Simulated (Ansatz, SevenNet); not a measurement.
Anatase TiO₂ (metastable phase): volume per atom by level of theory

No measured value is used here.

| level (code) | value (Å³/atom) |
|---|---|
| SevenNet-l3i5 | 11.73 |
| LDA (Ansatz) | ___ |
| PBE (Ansatz) | 11.67 |
| r²SCAN (Ansatz) | 11.40 |

Question: Complete the blanks.

Answer: 
- LDA (Ansatz, a quantum-chemistry and plane-wave program), value (Å³/atom): 11.02

Cutoffs differ between the levels. Ansatz's density-functional and Hartree–Fock values are scalar-relativistic unless marked +SOC, with PAW data made under PBE.

Machine-learned potentials (SevenNet-l3i5) are trained on DFT data: a solid inside that data is no test of them.
